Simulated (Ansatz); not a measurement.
System: hydrogen cyanide, CHN, charge 0, multiplicity 1. 
Coordinates optimised at B3LYP-D3(BJ)/def2-TZVP (Ansatz, an electronic-structure program):
```
C
N 1 1.1462
H 1 1.0667 2 180.00
```
Charge 0, spin multiplicity 1.

Computed values are from Ansatz. Correlated levels leave the core frozen unless marked. UHF or UKS for open shells. No spin-orbit coupling. No relativistic terms. CBS(X,Y): correlation extrapolated as X^-3; Hartree-Fock from the larger set (for Q and 5 zeta extrapolated as (X+1)exp(-9√X)).

Question: What is the total energy at CCSD(T)/CBS(cc-pVQZ,cc-pV5Z)?

Answer: -93.3164 Eh.

Question: What is the vertical ionisation energy (to the doublet) at CCSD(T)/CBS(def2-TZVPPD,def2-QZVPPD)?

Answer: 13.88 eV.

Question: What is the atomisation energy De at CCSD(T)/CBS(cc-pVQZ,cc-pV5Z)?

Answer: 1302.7 kJ/mol.

Question: What is the T1 diagnostic at CCSD/cc-pV5Z?

Answer: 0.014.

Question: What is the dipole moment at CCSD(T)/aug-cc-pVDZ?

Answer: 3.00 D.
